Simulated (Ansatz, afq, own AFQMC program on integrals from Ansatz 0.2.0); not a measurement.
## WSiH2, septet: AFQMC among the cluster methods

```yaml
atoms:
  - { symbol: W, position_ang: [0.0000, 0.0000, 0.3166] }
  - { symbol: Si, position_ang: [0.0000, 0.0000, -1.8840] }
  - { symbol: H, position_ang: [0.0000, -1.0701, -2.6277] }
  - { symbol: H, position_ang: [0.0000, 1.0701, -2.6277] }
```

Connectivity, by distances: W–SiH2.

Basis def2-SVP with its core potentials. Noble-gas cores (and the filled d shells of Ga–Kr and In–Xe) are frozen. AFQMC by an in-house program on the Cholesky factors that Ansatz 0.2.0 writes for its CCSD(T) run. ph-AFQMC/CISD is guided by a CISD state made of CCSD amplitudes; releasing the constraint for a short imaginary time cuts its bias at the price of noise, slowly where states lie close. Error bars are statistical, one sigma. No spin–orbit coupling. The metal's outer-core s and p shells are frozen, which shifts wave-function levels against functionals.

Determinant: UHF, the one that the program's search chose, which needn't be the lowest solution. The geometry is a point of a scan.

No full CI on the walks' own integrals is used here; CCSDT(Q) serves as the reference and is uncertain by about the last step of the cluster series.

Cautions: no spin-orbit coupling; outer-core shells of the metal frozen; lower spins were not checked; higher spins were not checked.

The T1 diagnostic is 0.0198, the weight of the determinant in the CISD state is 0.884 and the ⟨S²⟩ of the determinant is 12.018. The size of the correlated space is 12 electrons in 51 orbitals.

Reference: CCSDT(Q), correlation energy -5.566 eV. The released energy is read at 4.20 1/Eh (meV from the phaseless value at times in 1/Eh: -9.1 ± 2.4 at 0.60, -9.4 ± 2.5 at 1.20, -13.6 ± 2.1 at 2.00, -10 ± 4 at 3.00, -17 ± 5 at 4.20).

| level | E − E(reference) (meV) | share of correlation (%) |
| --- | --- | --- |
| HF | 5565.9 | 0.00 |
| MP2 | 950.0 | 82.93 |
| CCSD | 193.2 | 96.53 |
| CCSD(T) | 37.0 | 99.33 |
| CCSDT | 8.9 | 99.84 |
| ph-AFQMC/CISD | 15.3 ± 3.5 | 99.73 |
| released AFQMC | -2.1 ± 5.3 | 100.04 |

A walk keeps the symmetry of its determinant, which the program's search chose and which needn't be the lowest solution, so a lower state of the same spin and another symmetry isn't excluded. Released energies are given only where the last usable release times agree within the noise; a slower fall can still hide under it.
